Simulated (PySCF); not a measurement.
Dipole moment and polarisability across levels of theory

C3H7F.
InChI=1S/C3H7F/c1-3(2)4/h3H,1-2H3

PySCF, dipoles from the SCF density, polarisabilities from static response with core orbitals frozen. Isolated species at its PBE0-D3(BJ)/def2-SVP geometry, gas phase.

Reference dipole: 1.956 D (measured, gas; NIST CCCBDB Release 22 (SRD 101), experimental dipoles). The anisotropy is √(½[(α1 − α2)² + (α2 − α3)² + (α3 − α1)²]).

| level | μ (D) | error (%) | α (Å³) | anisotropy (Å³) |
| --- | --- | --- | --- | --- |
| LDA/def2-SVPD | 1.919 | -1.9 | 6.36 | 0.81 |
| PBE/def2-SVPD | 1.858 | -5.0 | 6.27 | 0.79 |
| B3LYP/def2-SVPD | 1.956 | 0.0 | 6.07 | 0.71 |
| PBE0/def2-SVPD | 1.943 | -0.7 | 6.01 | 0.72 |
| BHandHLYP/def2-SVPD | 2.047 | +4.7 | 5.84 | 0.65 |
| CAM-B3LYP/def2-SVPD | 2.007 | +2.6 | 5.99 | 0.67 |
| HF/def2-SVPD | 2.122 | +8.5 | 5.61 | 0.57 |

For the dipole, the smallest error is 0.0% (B3LYP/def2-SVPD) and the largest 8.5% (HF/def2-SVPD). The dipole runs from 1.86 D (PBE/def2-SVPD) to 2.12 D (HF/def2-SVPD). In one basis (def2-SVPD) the functionals order the polarisability from HF (lowest) to LDA (highest), a spread of 13%. Measured values can belong to vibrating molecules and may average over conformers; the computed ones are for one fixed geometry.
